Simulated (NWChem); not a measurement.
## Spin states of H₂P

```xyz
3

P      0.0000     0.0000     0.1196
H      1.0289     0.0000    -0.8970
H     -1.0289     0.0000    -0.8970
```
Charge 0, spin multiplicity 2.

Program: NWChem. The geometry was optimised at UPBE/def2-SVP, a minimum by its harmonic frequencies.

Basis set: def2-TZVP. The gap is E(quartet) − E(doublet) at the geometry of the doublet, so a negative value puts the higher spin lower. Open shells are unrestricted, coupled cluster uses restricted open-shell references. The quartet is the single determinant that the SCF runs reached, with unpaired electrons in orbitals of symmetry a1 and b1 and b2 (C2v labels); it need not be the lowest quartet, which in molecules with degenerate π orbitals can need several determinants.

Costs are rough ratios of processor time within this set of runs, SCF included, with B3LYP as 1.

The correlated methods keep 5 core orbitals frozen. B3LYP has NWChem's definition, with VWN1-RPA local correlation. The structure started from a generated list of species. The unpaired electrons of the parent sit in orbitals of symmetry b2 (C2v labels of the run); other states weren't searched. The stability of the SCF solutions was not checked. Open-shell Hartree-Fock references start from PBE0 orbitals; any time given for them includes that run. No row is a measurement; the coupled-cluster row has its own basis-set and correlation limits.

```
method   vertical doublet-quartet gap (kcal/mol)  relative cost
-------  ---------------------------------------  -------------
B3LYP                                          ?              1
MP2                                        138.8        under 3
PBE                                            ?        under 3
BLYP                                           ?        under 3
B2PLYP                                     140.9        under 3
HF                                         124.4        under 3
CCSD(T)                                    139.4              7
M06-2X                                     140.7        under 3
```

### Question
Fill in the missing entries.

### Answer

- B3LYP, vertical doublet-quartet gap (kcal/mol): 140.3
- PBE, vertical doublet-quartet gap (kcal/mol): 135.7
- BLYP, vertical doublet-quartet gap (kcal/mol): 139.7
